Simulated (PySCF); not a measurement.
Compound: C4H4F2.
Z-matrix (Å and degrees, PBE0-D3(BJ)/def2-SVP geometry), rows numbered from 1:
```
F 
C   1  1.3497
F   2  1.3492  1  106.63
C   2  1.5059  1  115.93  3  -130.61
C   4  1.3407  2   92.11  1  -117.06
C   5  1.5153  4   95.74  2     0.08
H   4  1.0915  2  132.67  1    62.92
H   5  1.0928  4  132.89  2  -179.98
H   6  1.1011  2  114.02  1  -125.82
H   6  1.1011  2  114.05  1     1.62
```

All values: PBE0/def2-SVPD (PySCF, non-relativistic), on one gas-phase PBE0-D3(BJ)/def2-SVP geometry that isn't relaxed in the solvent. The solvent is an IEF-PCM continuum (van der Waals radii × 1.2), and excitations are vertical TDDFT with non-equilibrium linear response and a frozen core. Specific hydrogen bonds and non-electrostatic terms are outside this model.

Gas-phase singlets (H = HOMO, L = LUMO):

```json
{"state": "S1", "E (eV)": "6.961", "λ (nm)": "178", "f": "0.000", "leading configurations": "H-1→L 99%"}
{"state": "S2", "E (eV)": "7.096", "λ (nm)": "175", "f": "0.168", "leading configurations": "H→L 95%"}
{"state": "S3", "E (eV)": "7.865", "λ (nm)": "158", "f": "0.000", "leading configurations": "H-2→L 83%, H→L+1 15%"}
{"state": "S4", "E (eV)": "7.876", "λ (nm)": "157", "f": "0.010", "leading configurations": "H→L+1 82%, H-2→L 14%"}
{"state": "S5", "E (eV)": "8.320", "λ (nm)": "149", "f": "0.000", "leading configurations": "H→L+2 93%"}
```

**Question.** What are the lowest 5 singlets in chloroform (ε = 4.711)?

**Answer.** 
```csv
state,E (eV),λ (nm),f,leading configurations,change by rank (eV)
S1,6.981,178,0.220,H→L 96%,+0.020
S2,7.059,176,0.000,H-1→L 99%,-0.037
S3,7.874,157,0.000,"H-2→L 88%, H→L+1 9%",+0.009
S4,7.936,156,0.018,"H→L+1 75%, H→L+2 14%, H-2→L 9%",+0.060
S5,8.185,151,0.000,"H→L+2 82%, H→L+1 14%",-0.135
```

**Question.** The ground-state energy changes by -0.111 eV from gas to chloroform. By how much does the total energy of gas-phase S2 change?

**Answer.** E(S2) = E(S0) + excitation energy, so it changes by -0.111 − 0.115 = -0.226 eV: it is lowered more than the ground state, which is what a red shift means. This is the vertical state, with the slow part of the continuum still set for S0.

**Question.** How do the frontier levels move from gas to chloroform?

**Answer.** 
| orbital | gas (eV) | solvent (eV) | change (eV) | Löwdin shares, gas | Löwdin shares, solvent |
| --- | --- | --- | --- | --- | --- |
| LUMO+2 | 1.31 | 1.37 | +0.06 | C2 19 %, H8 13 %, C6 12 %, F1 11 % | H8 20 %, C5 19 %, C2 14 %, F1 10 % |
| LUMO+1 | 0.96 | 1.15 | +0.19 | C5 28 %, H8 16 %, C6 15 %, C4 12 % | C6 18 %, C5 15 %, C4 15 %, C2 10 % |
| LUMO | -0.62 | -0.44 | +0.18 | C5 39 %, C4 33 %, H8 6 %, C6 5 % | C5 39 %, C4 32 %, H8 6 %, C6 5 % |
| HOMO | -8.21 | -8.04 | +0.17 | C4 36 %, C5 31 %, C6 11 % | C4 36 %, C5 31 %, C6 11 % |
| HOMO-1 | -9.28 | -9.22 | +0.06 | C2 20 %, C6 19 %, F3 17 %, F1 17 % | C2 20 %, C6 20 %, C4 17 %, F3 16 % |
| HOMO-2 | -10.31 | -10.17 | +0.14 | C5 24 %, C6 24 %, F1 11 %, F3 11 % | C5 26 %, C6 25 %, C2 10 %, F1 10 % |
| HOMO-3 | -11.22 | -11.07 | +0.15 | C5 27 %, C4 25 %, C6 14 %, F1 8 % | C5 27 %, C4 26 %, C6 13 %, F1 8 % |

The HOMO–LUMO gap goes from 7.59 to 7.60 eV. Rows go by rank; for HOMO-1, LUMO+1 and LUMO+2 the atom shares or the degeneracy differ between the runs, so the row needn't follow one orbital.
